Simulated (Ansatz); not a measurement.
# Zr₃Cu: computed properties

Method: DFT r2SCAN, scalar-relativistic, plane waves, PAW in Ansatz.

Settings: cutoff 500 eV, Γ-centred mesh 10×10×10 on the computed 4-atom cell, Gaussian smearing of 0.10 eV; no spin polarisation.

The structure is relaxed at this level of theory with its symmetry kept. Whether it is the stable form of this composition wasn't checked.

```cif
data_structure
_symmetry_space_group_name_H-M 'Pm-3m'
_symmetry_Int_Tables_number 221
_cell_length_a 4.3002
_cell_length_b 4.3002
_cell_length_c 4.3002
_cell_angle_alpha 90.000
_cell_angle_beta 90.000
_cell_angle_gamma 90.000
_cell_volume 79.52
loop_
_atom_site_label
_atom_site_type_symbol
_atom_site_symmetry_multiplicity
_atom_site_Wyckoff_symbol
_atom_site_fract_x
_atom_site_fract_y
_atom_site_fract_z
_atom_site_occupancy
Zr1 Zr 3 c 0.50000 0.50000 0.00000 1
Cu1 Cu 1 a 0.00000 0.00000 0.00000 1
```

```json
{
  "Space group": "Pm-3m (No. 221)",
  "Volume per atom": "19.88 Å³",
  "Formation energy from the elements' standard states (uncorrected)": "+0.067 eV/atom",
  "Generalised Kohn–Sham band gap": "none (metal)",
  "Density of states at the Fermi level": "7.12 states/eV per cell",
  "Löwdin character within 0.5 eV of the Fermi level": "Zr 4d 80 %, unprojected 8 %",
  "Bulk modulus": "100 GPa",
  "Its pressure derivative": "3.9",
  "Bader charges (e)": "Zr (3 in the cell) 0.49, Cu (1 in the cell) -1.46"
}
```